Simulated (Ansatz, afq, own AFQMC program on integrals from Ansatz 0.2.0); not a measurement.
Where AFQMC and coupled cluster stand for GaSiH4SBrO, singlet

```xyz
9

Si    0.9429   -1.4844   -0.1701
O    -0.1439   -0.3015    0.2589
Ga   -0.5793    1.3673   -0.1347
S    -2.1920    2.3199    0.9820
Br    0.5508    2.4563   -1.7820
H     2.2906   -1.1940    0.4075
H     1.0715   -1.5857   -1.6565
H     0.4510   -2.7849    0.3698
H    -2.3917    1.2070    1.7251
```

Basis def2-TZVP. Noble-gas cores (and the filled d shells of Ga–Kr and In–Xe) are frozen. Ansatz 0.2.0 and our own AFQMC program on the same integrals; the CISD trial comes from CCSD amplitudes, and released means the phaseless constraint is let go. ± is one standard error of the sampling. No spin–orbit coupling.

Determinant: RHF, the one that the program's search chose, which needn't be the lowest solution. The geometry is a PBE0/def2-SVP stationary point of this or a neighbouring charge and spin state.

No full CI on the walks' own integrals is used here. The released AFQMC energy serves as the reference, which it does only where one determinant dominates, the energy is flat over the last release times and near the phaseless one (40 meV or 2 meV an electron, half that with transition metals). On small molecules, where full CI could be run and the noise was under 10 meV, such values lay within 10 meV of it in 19 cases of 20, a flattering rate, since the rule was set on those same cases; what remains of the bias isn't in the error bar.

Cautions: no relativity below Rb; no spin-orbit coupling; inner d shell frozen; the released value is read at 0.60 1/Eh with a noise of 22 meV, more than in the cases checked (meV from the phaseless value at times in 1/Eh: 11 ± 24 at 0.20, 33 ± 23 at 0.40, 36 ± 22 at 0.60).

```
T1 diagnostic                               : 0.0121
weight of the determinant in the CISD state : 0.744
size of the correlated space                : 30 electrons in 186 orbitals
```

```json
{"level": "MP2", "correlation energy (eV)": "-20.4256"}
{"level": "CCSD", "correlation energy (eV)": "-21.9184"}
{"level": "CCSD(T)", "correlation energy (eV)": "-22.7950"}
```

**Question.** Estimate where AFQMC with the constraint released lies against CCSD(T) on the same integrals.

**Answer.** 33.4 ± 22.0 meV below CCSD(T). The gap is under twice the noise, so this walk alone can't tell the two apart.

Reference: AFQMC with the constraint released, correlation energy -22.828 ± 0.022 eV.

```tsv
level	E − E(reference) (meV)	share of correlation (%)
CCSD(T)	33.4 ± 22.0	99.85
ph-AFQMC/HF	-194.7 ± 48.9	100.85
ph-AFQMC/CISD	-35.9 ± 28.8	100.16
```

Released energies are given only where the last usable release times agree within the noise; a slower fall can still hide under it.
